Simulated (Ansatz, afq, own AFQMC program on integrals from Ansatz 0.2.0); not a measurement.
Atomization energy of SiGeH$_{3}$, doublet

```yaml
atoms:
  - { symbol: Si, position_ang: [0.0000, 0.0181, 1.6516] }
  - { symbol: Ge, position_ang: [0.0000, -0.0284, -0.7002] }
  - { symbol: H, position_ang: [0.0000, 1.1857, 2.5806] }
  - { symbol: H, position_ang: [0.0000, -1.2094, 2.4992] }
  - { symbol: H, position_ang: [0.0000, 1.5656, -0.6371] }
```

Connectivity, by distances: SiH2–GeH.

Atoms in their ground-state spins without spin–orbit coupling (mostly on UHF) minus the molecule (UHF), without zero-point energy. The geometry is a stationary point, not shown to be a minimum.

Basis cc-pVDZ. Noble-gas cores (and the filled d shells of Ga–Kr and In–Xe) are frozen. Ansatz 0.2.0 and our own AFQMC program on the same integrals; the CISD trial comes from CCSD amplitudes, and released means the phaseless constraint is let go. Error bars are statistical, one sigma. No spin–orbit coupling. The errors of all members are added in quadrature.

No full CI on the walks' own integrals is used here; CCSDT(Q) serves as the reference and is uncertain by about the last step of the cluster series. Each member takes its own surest rung, up to full CI.

Errors are counted within cc-pVDZ, not against nature.

Cautions: inner d shell frozen; no relativity below Rb; no spin-orbit coupling.

Reference (CCSDT(Q)): 249.7 kcal/mol.

```tsv
level	atomization energy (kcal/mol)	error against CCSDT(Q) (kcal/mol)
HF	191.5	-58.3
MP2	242.5	-7.2
CCSD	246.1	-3.6
CCSD(T)	249.1	-0.6
CCSDT	249.5	-0.2
ph-AFQMC/HF	251.6 ± 0.5	1.9 ± 0.5
```

Correlation beyond CCSD(T) adds 0.6 kcal/mol. The perturbative (T) step is worth +3.0 kcal/mol.

A walk keeps the symmetry of its determinant, which the program's search chose and which needn't be the lowest solution, so a lower state of the same spin and another symmetry isn't excluded.
